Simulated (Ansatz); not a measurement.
**CH₄B (quartet): from Hartree-Fock to the top rungs, cc-pVDZ**

One table from this session's results is given with a row withheld; the runs are named, their logs left out.

Program: Ansatz 0.2.0, Gaussian basis. Level of theory: cc-pVDZ, core rule «outside noble gas», up to 2 orbitals frozen. These are calculated values, not measurements.

To be run: UHF; CCSD(T) on ROHF; CCSD(T) on UHF; BCCD(T) on ROHF; CISD as a restricted active space (open shells left free, so some higher excitations enter); CCSDT(Q) on ROHF; CCSDT(Q) on UHF.

19 further runs of the same task are left out: 10 that didn't finish, 9 set aside as unsound or not needed. Runs told in other sessions of the task aren't counted.

## The geometry

The geometry is a PBE0/def2-TZVP stationary point (not a proven minimum) of the parent state, kept for this charge and spin.

6 atoms, charge 0, spin multiplicity 4.

Atoms are counted from 1 here; the program's logs count them from 0.

Bond lengths: B1–C2 1.523 Å, B1–H3 1.197 Å, B1–H4 1.197 Å, C2–H5 1.087 Å, C2–H6 1.087 Å. Angles: C2–B1–H3 120.3°, C2–B1–H4 120.3°, H3–B1–H4 119.4°, B1–C2–H5 123.1°, B1–C2–H6 123.1°, H5–C2–H6 113.9°.

Set-up of the first run:

Input file in.yaml:

```yaml
crystal:
  periodic: [false, false, false]
  atoms:
    - {symbol: B, position_ang: [0.000000, 0.000000, 0.794931]}
    - {symbol: C, position_ang: [0.000000, 0.000000, -0.728406]}
    - {symbol: H, position_ang: [0.072011, 1.031163, 1.398445]}
    - {symbol: H, position_ang: [-0.072010, -1.031163, 1.398445]}
    - {symbol: H, position_ang: [-0.081830, 0.907428, -1.321721]}
    - {symbol: H, position_ang: [0.081830, -0.907428, -1.321721]}
basis:
  gaussian: {orbitals: cc-pVDZ}
magnetization: {spin_polarized: true, initial_magnetization: 3}
hamiltonian: {xc: hf}
output: {orbitals: {seedname: orbitals}}
```

Launch:

```console
$ ansatz run in.yaml --threads 1 --pin off --events-out ev --progress --plain --max-ram 2393MiB
```

Among the steps run: UHF; CCSD(T) on ROHF; CCSD(T) on UHF; BCCD(T) on ROHF; CISD as a restricted active space (open shells left free, so some higher excitations enter); CCSDT(Q) on ROHF; CCSDT(Q) on UHF.

One of the session's tables, all rows but one given; the rest of the session is left out.

```
   method  from UCCSDT(Q) (meV)
     ROHF               +6734.2
      UHF               +6547.8
     RMP2               +1183.4
     UMP2               +1232.1
     CISD                +716.5
    RCCSD                +204.3
    UCCSD                +198.3
 RCCSD(T)                     ?
 UCCSD(T)                 +36.5
  BCCD(T)                 +37.2
   RCCSDT                  +9.7
   UCCSDT                  +8.4
RCCSDT(Q)                  +1.4
UCCSDT(Q)                     0
```

Q: Estimate the row for RCCSD(T) from the others.

The run gave: from UCCSDT(Q) (meV): +37.3. In the column «from UCCSDT(Q) (meV)» it lies between BCCD(T) (+37.2) and UCCSD (+198.3).

The ROHF row is the lowest such solution found; the determinant under the restricted MP2 and coupled-cluster rows lies 0.08 eV higher.

Caveats from the session: Restricted and unrestricted rows rest on different reference determinants; a gap between their highest levels can come from leftover correlation error, from unlike frozen cores or from another state.
